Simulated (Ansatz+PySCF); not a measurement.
**singlet CH4: levels of theory in one basis**

```yaml
atoms:
  - { symbol: C, position_ang: [0.0000, 0.0000, 0.0000] }
  - { symbol: H, position_ang: [0.9510, 0.9510, 0.9510] }
  - { symbol: H, position_ang: [0.6340, -0.6340, -0.6340] }
  - { symbol: H, position_ang: [-0.6340, 0.6340, -0.6340] }
  - { symbol: H, position_ang: [-0.6340, -0.6340, 0.6340] }
```

Basis set: cc-pVDZ (spherical functions). Frozen core: 1 orbital. Charge 0, multiplicity 1.

Computed with Ansatz (development build ahead of 0.2.0); each method stands on the lowest determinant of its kind that the runs found. NEVPT2 correlates all electrons. Active spaces start from the frontier orbitals, and the lowest solution found is given.

| method | E − E(RHF) (eV) | <S²> of the determinant |
| --- | --- | --- |
| RHF | 0.00 | 0.00 |
| RHF-MP2 | -4.54 | – |
| RHF-CCSD | -5.32 | – |
| CASSCF(8,8) | -2.74 | – |
| SC-NEVPT2(8,8) | -4.87 | – |

What does RHF-CCSD(T) give on the same scale?

-5.46 eV.

Is a single determinant a sound starting point here?

Only with care. Unrestricted orbitals gain 0.00 eV and <S²> is 0.00 against 0.00 for a pure state, but bonds are stretched. The CASSCF(8,8) natural occupations are 1.98, 1.98, 1.98, 1.92, 0.08, 0.02, 0.02, 0.02.

Caution for RHF-MP2, RHF-CCSD, RHF-CCSD(T): bonds are stretched, where a single reference can fail.
